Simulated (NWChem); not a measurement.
System: AlF3; SMILES [F][Al]([F])[F]

Here is an NWChem input.

```
start job
memory heap 200 mb stack 900 mb global 1100 mb
geometry units angstroms noautoz
  Al     0.000000     0.000000     0.000000
  F     -0.468112    -1.590598     0.000000
  F     -1.143442     1.200696     0.000000
  F      1.611554     0.389902     0.000000
end
basis spherical
  * library 6-31g*
end
dft
  xc xpbe96 cpbe96
  iterations 150
  convergence energy 1d-9 density 1d-8 gradient 1d-7
  tolerances tight
end
task dft gradient
```

Parts of the log:

```
             Northwest Computational Chemistry Package (NWChem) 7.3.0
             --------------------------------------------------------

 C3H symmetry detected

                             Geometry "geometry" -> ""
                             -------------------------

 Output coordinates in angstroms (scale by  1.889725989 to convert to a.u.)

  No.       Tag          Charge          X              Y              Z
 ---- ---------------- ---------- -------------- -------------- --------------
    1 Al                  13.0000     0.00000000     0.00000000     0.00000000
    2 F                    9.0000    -0.55738025    -1.56155617     0.00000000
    3 F                    9.0000    -1.07365718     1.26348354     0.00000000
    4 F                    9.0000     1.63103743     0.29807263     0.00000000

 Effective nuclear repulsion energy (a.u.)     156.8002765722

      Symmetry information
      --------------------

 Group name             C3h
 Group number             22
 Group order               6
 No. of unique centers     2

  pbe96 is a nonlocal functional; adding pw91lda local functional.

                                 NWChem DFT Module
                                 -----------------

 Summary of "ao basis" -> "ao basis" (spherical)
 ------------------------------------------------------------------------------
       Tag                 Description            Shells   Functions and Types
 ---------------- ------------------------------  ------  ---------------------
 Al                          6-31g*                  8       18   4s3p1d
 F                           6-31g*                  6       14   3s2p1d

      Symmetry analysis of basis
      --------------------------

        a'         15
        e'+        14
        e'-        14
        a"          7
        e"+         5
        e"-         5

  Rotation of axis
  itol2e modified to match energy
  convergence criterion.
  tol_rho modified to match energy
  convergence criterion.

            General Information
            -------------------
          SCF calculation type: DFT
          Wavefunction type:  closed shell.
          No. of atoms     :     4
          No. of electrons :    40
           Alpha electrons :    20
            Beta electrons :    20
          Charge           :     0
          Spin multiplicity:     1
          Use of symmetry is: on ; symmetry adaption is: on
          Maximum number of iterations: 150
          AO basis - number of functions:    60
                     number of shells:    26
          Convergence on energy requested:  1.00D-09
          Convergence on density requested:  1.00D-08
          Convergence on gradient requested:  1.00D-07

              XC Information
              --------------
          PerdewBurkeErnzerhof Exchange Functional  1.000
            Perdew 1991 LDA Correlation Functional  1.000 local
           PerdewBurkeErnz. Correlation Functional  1.000 non-local

             Grid Information
             ----------------
          Grid used for XC integration:  medium
          Radial quadrature: Mura-Knowles
          Angular quadrature: Lebedev.
          Tag              B.-S. Rad. Rad. Pts. Rad. Cut. Ang. Pts.
          ---              ---------- --------- --------- ---------
          Al                  1.25       88           7.0       590
          F                   0.50       49           7.0       434
          Grid pruning is: on
          Number of quadrature shells:   137
          Spatial weights used:  Erf1

      Superposition of Atomic Density Guess
      -------------------------------------

 Sum of atomic energies:        -539.97564677

      Non-variational initial energy
      ------------------------------

 Total energy =    -540.036453
 1-e energy   =   -1066.103560
 2-e energy   =     369.266831
 HOMO         =      -0.655817
 LUMO         =      -0.087623

      Symmetry analysis of molecular orbitals - initial
      -------------------------------------------------

  Numbering of irreducible representations:

     1 a'          2 e'+         3 e'-         4 a"          5 e"+
     6 e"-

  Orbital symmetries:

     1 a'          2 a'          3 e'+         4 e'+         5 a'
     6 e'+         7 e'+         8 a"          9 a'         10 e'+
    11 e'+        12 a'         13 e'+        14 e'+        15 a"
    16 e'+        17 e'+        18 e"+        19 e"+        20 a'
    21 a'         22 a"         23 e'+        24 e'+        25 a'
    26 a"         27 e'+        28 e'+        29 e"+        30 e"+

   convergence    iter        energy       DeltaE   RMS-Dens  Diis-err
 ---------------- ----- ----------------- --------- --------- ---------
 d= 0,ls=0.0,diis     1   -541.5835896205 -6.98D+02  3.06D-02  1.24D+00
 d= 0,ls=0.0,diis     2   -541.2540008951  3.30D-01  1.75D-02  5.46D+00
 d= 0,ls=0.0,diis     3   -541.7174369075 -4.63D-01  7.17D-04  5.55D-03
 d= 0,ls=0.0,diis     4   -541.7178522880 -4.15D-04  2.40D-04  6.62D-04
 d= 0,ls=0.0,diis     5   -541.7179128288 -6.05D-05  2.38D-05  5.29D-06
 d= 0,ls=0.0,diis     6   -541.7179133194 -4.91D-07  1.32D-06  2.73D-08
 d= 0,ls=0.0,diis     7   -541.7179133219 -2.47D-09  7.72D-08  1.51D-10
 d= 0,ls=0.0,diis     8   -541.7179133219 -8.53D-12  2.38D-08  6.05D-12
 d= 0,ls=0.0,diis     9   -541.7179133219 -3.41D-13  3.57D-10  1.44D-15

[...]

                         DFT ENERGY GRADIENTS

    atom               coordinates                        gradient
                 x          y          z           x          y          z
   1 Al      0.000000   0.000000   0.000000   -0.000000   0.000000   0.000000
   2 F      -1.053296  -2.950913   0.000000   -0.001039  -0.002918   0.000000
   3 F      -2.028918   2.387638   0.000000   -0.002008   0.002359   0.000000
   4 F       3.082214   0.563276   0.000000    0.003047   0.000559   0.000000
```

Level: PBE/6-31G* (spherical d). Geometry: optimised at PBE-D3(BJ)/def2-SVP.
